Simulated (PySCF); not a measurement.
Job file and geometry (Å, from PBE0-D3(BJ)/def2-TZVP) of an NMR shielding run on Acrylamide (SMILES C=CC(N)=O), GIAO KT3/pcSseg-2 NMR shielding, non-relativistic, gas phase (PySCF 2.14.0, density-fitted response routines); density fitting, a coarse starting grid and PySCF grid level 2 are the driver's defaults:

```
$ OMP_NUM_THREADS=1 python probes_run.py task.json out

{"job": {"kind": "nmr", "xc": "KT3", "basis": "pcSseg-2", "pop": false}, "charge": 0, "multiplicity": 1}
C     -1.627812    -0.478701     0.609966
C     -0.525971    -0.470448    -0.124932
C      0.542907     0.534583     0.131594
N      1.625779     0.422026    -0.680796
O      0.457957     1.391699     0.986762
H     -1.746842     0.254879     1.399976
H     -2.419935    -1.198787     0.445812
H     -0.379186    -1.191095    -0.924619
H      1.721982    -0.328936    -1.338272
H      2.402392     1.041133    -0.527665
```

**Question.** What does the program print?

**Answer.** 
```
coarse grid: 8512 points
cycle   1  E = -250.8854349881  dE =  7.213e-01  |g| = 9.965e-01  |ddm| = 2.201e+00
cycle   2  E = -247.8150519634  dE =  3.070e+00  |g| = 3.046e+00  |ddm| = 9.876e+00
cycle   3  E = -250.9725779634  dE = -3.158e+00  |g| = 6.768e-01  |ddm| = 9.804e+00
cycle   4  E = -251.0764912737  dE = -1.039e-01  |g| = 2.506e-01  |ddm| = 5.587e-01
cycle   5  E = -251.0867373904  dE = -1.025e-02  |g| = 1.136e-01  |ddm| = 2.115e-01
cycle   6  E = -251.0895995128  dE = -2.862e-03  |g| = 3.278e-02  |ddm| = 9.829e-02
cycle   7  E = -251.0898693900  dE = -2.699e-04  |g| = 5.907e-03  |ddm| = 2.795e-02
cycle   8  E = -251.0898725275  dE = -3.138e-06  |g| = 4.441e-03  |ddm| = 5.823e-03
cycle   9  E = -251.0898775662  dE = -5.039e-06  |g| = 1.385e-03  |ddm| = 3.885e-03
final grid: 82688 points
cycle  10  E = -251.0998249680  dE = -3.322e-04  |g| = 7.739e-03  |ddm| = 1.494e-01
cycle  11  E = -251.0997583041  dE =  6.666e-05  |g| = 1.966e-02  |ddm| = 2.216e-02
cycle  12  E = -251.0998340122  dE = -7.571e-05  |g| = 2.283e-03  |ddm| = 1.745e-02
cycle  13  E = -251.0998350386  dE = -1.026e-06  |g| = 9.786e-04  |ddm| = 1.984e-03
cycle  14  E = -251.0998352261  dE = -1.875e-07  |g| = 3.141e-04  |ddm| = 6.910e-04
cycle  15  E = -251.0998352461  dE = -2.000e-08  |g| = 1.291e-04  |ddm| = 3.276e-04
cycle  16  E = -251.0998352505  dE = -4.400e-09  |g| = 3.587e-05  |ddm| = 1.484e-04
cycle  17  E = -251.0998352508  dE = -3.279e-10  |g| = 7.951e-06  |ddm| = 2.844e-05
converged SCF energy = -251.0998352508

GIAO shielding tensors (ppm)
atom      isotropic    diamagn.    paramagn.     s11        s22        s33       span
  0 C       54.903     253.763    -198.860    -57.380     51.091    170.998    228.378
  1 C       55.248     257.186    -201.939    -50.319     73.404    142.658    192.977
  2 C       25.287     249.236    -223.949    -59.788     45.482     90.168    149.956
  3 N      151.621     316.613    -164.992     73.940    149.601    231.323    157.384
  4 O      -20.155     398.164    -418.319   -261.009   -152.557    353.101    614.110
  5 H       24.908      31.829      -6.921     22.328     24.383     28.013      5.685
  6 H       25.939      29.795      -3.855     23.495     25.839     28.483      4.988
  7 H       25.443      33.042      -7.599     23.097     24.163     29.069      5.972
  8 H       26.739      32.009      -5.270     22.383     25.471     32.363      9.980
  9 H       27.026      30.184      -3.158     23.513     23.899     33.665     10.151
```

**Question.** Turn these shieldings into chemical shifts. Referencing at the same level of theory: 13C (183.24 ppm) and 1H (31.63 ppm) vs TMS; 15N (261.05 ppm) vs NH3; H2O for 17O (325.30 ppm).

**Answer.** Averaging equivalent atoms: C 2: 157.9; C 0: 128.3; C 1: 128.0; N 3: 109.4; O 4: 345.5; H 5: 6.72; H 7: 6.19; H 6: 5.69; H 8: 4.89; H 9: 4.60 ppm. Unscaled 17O shifts of doubly bonded oxygen tend to come out too high, by tens of ppm or more. Experimental scales use liquid or dissolved standards, which lie at an offset from isolated NH3 (liquid NH3: subtract about 20 ppm) and H2O (liquid H2O: subtract about 36 ppm).

Size and cost of the density-fitted run: 250 basis functions, 54 s wall time on 1 thread of an Arm Neoverse N1, shared host; peak memory 0.73 GiB.
